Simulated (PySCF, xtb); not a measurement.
formic acid (CH₂O₂), SMILES O=CO.

xtb with GFN2-xTB at its own geometry gives an orbital gap of 5.15 eV and a dipole moment of 1.93 D.

Coordinates come from a PBE0-D3(BJ)/def2-TZVP optimisation. Other conformers were not sampled.

Question: What does PySCF with PBE/def2-TZVPD give? (The exact figures need the calculation; the answer reports its results.)

Answer: gap 5.49 eV (levels -6.94 and -1.45 eV), dipole 1.52 D.
